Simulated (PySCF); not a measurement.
Species: C4H4S2.
Atom-mapped SMILES: `[SH:1][c:2]1[cH:3][cH:4][s:5][cH:6]1`

Cartesian coordinates in Å at the PBE0-D3(BJ)/def2-SVP level; atoms count from 1:
```xyz
10
C4H4S2 angstrom
S      1.924    1.318    0.579
C      0.507    0.432   -0.002
C     -0.388   -0.317    0.824
C     -1.437   -0.833    0.115
S     -1.362   -0.396   -1.545
C      0.099    0.471   -1.313
H      2.572    0.254    1.105
H     -0.250   -0.451    1.898
H     -2.264   -1.438    0.485
H      0.599    0.961   -2.147
```

NICS is the negative of the GIAO shielding at a point without a nucleus: at the ring centre (0) and 1 Å above and below it (1); zz is the component along the ring normal. Level: GIAO PBE0/pcSseg-1 (PySCF, non-relativistic, gas phase) on the PBE0-D3(BJ)/def2-SVP geometry, one conformer.

Ring bond lengths (Å), with Mayer bond orders in brackets: C2–C3 1.430 (1.20), C3–C4 1.367 (1.58), C4–S5 1.718 (1.18), S5–C6 1.715 (1.18), C6–C2 1.374 (1.54).

**Question.** What do the NICS probes read (ppm)?

**Answer.** 
| ring | type | NICS(0) | NICS(1), two faces | NICS(1)zz, two faces | rms pucker (Å) | centre to ring atoms, mean (Å) |
| --- | --- | --- | --- | --- | --- | --- |
| C2–C3–C4–S5–C6 | 5-membered ring with S; formal bonds all aromatic | -12.8 | -11.3 / -11.3 | -26.3 / -26.2 | 0.00 | 1.29 |

**Question.** What do they say, and how far can they be read as aromaticity?

**Answer.** 
- C2–C3–C4–S5–C6: mean NICS(1)zz -26.2 ppm, shielded. For a flat ring without four-coordinate atoms the NICS criterion counts such a value as aromatic.

**Question.** How equal are the bonds by HOMA? HOMA = 1 − mean of α(R − Ropt)² over the ring bonds, with Krygowski's 1993 parameters (CC: Ropt 1.388 Å, α 257.7 Å⁻²; CS: Ropt 1.677 Å, α 94.09 Å⁻²).

**Answer.** 
- C2–C3–C4–S5–C6: HOMA 0.82; the largest term is that of C2–C3, α(R − Ropt)² = 0.45. The geometric and the magnetic index point the same way.

**Question.** At the second NICS(1) probe listed for ring C2–C3–C4–S5–C6, 1 Å off the ring, how large is the induced field along the normal in 1 T applied along it?

**Answer.** NICSzz × B0 = -26.2 ppm × 1 T = -26 μT, against the applied field.

**Question.** What are the shieldings of the ring atoms and their hydrogens in the same run (means over atoms taken as equivalent)?

**Answer.** 
```csv
atoms,environment,σ isotropic (ppm),"principal values of the symmetric part, first atom (ppm)"
C2,substituted aromatic carbon,53.9,"-25.5, 54.3, 132.9"
C3,aromatic CH carbon,46.5,"-35.5, 40.4, 134.5"
C4,aromatic CH next to a ring sulfur,50.9,"-40.3, 48.6, 144.5"
S5,thiophene-type sulfur,268.0,"144.1, 259.9, 399.9"
C6,aromatic CH next to a ring sulfur,48.8,"-41.5, 53.2, 134.8"
H8,aromatic hydrogen,24.23,"20.7, 24.9, 27.1"
H9,aromatic hydrogen,24.14,"21.2, 24.5, 26.8"
H10,aromatic hydrogen,24.09,"20.6, 25.4, 26.3"
```

**Question.** How do the values depend on the level or the medium?

**Answer.** 
| level | NICS(0), C2–C3–C4–S5–C6 | mean NICS(1)zz, C2–C3–C4–S5–C6 |
| --- | --- | --- |
| PBE0/pcSseg-1, gas | -12.8 | -26.2 |
| wB97X-D/pcSseg-2, gas | -12.2 | -26.5 |
| BLYP/pcSseg-2, gas | -11.9 | -25.7 |
| BP86/pcSseg-2, gas | -12.1 | -26.1 |
| HF/pcSseg-2, gas | -13.3 | -27.0 |
| LDA/pcSseg-2, gas | -11.8 | -26.3 |
| OPBE/pcSseg-2, gas | -12.8 | -26.4 |
| PBE/pcSseg-2, gas | -12.1 | -26.1 |

The geometry is the same throughout.
